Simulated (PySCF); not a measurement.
```xyz
4

C      0.0002     0.0001     0.0000
H      1.0632    -0.2589     0.0020
H     -0.7556    -0.7910    -0.0001
H     -0.3070     1.0501    -0.0019
```

Charge 0, multiplicity 2.

Task: Give the Mulliken and meta-Löwdin atomic charges from TPSSh-D3(BJ)/def2-TZVP // TPSS-D3(BJ)/def2-SVP run with PySCF 2.14.0.

Result: 
| atom | Mulliken (e) | meta-Löwdin (e) |
|---|---|---|
| C1 | -0.42 | -0.37 |
| H2 | 0.14 | 0.12 |
| H3 | 0.14 | 0.12 |
| H4 | 0.14 | 0.12 |
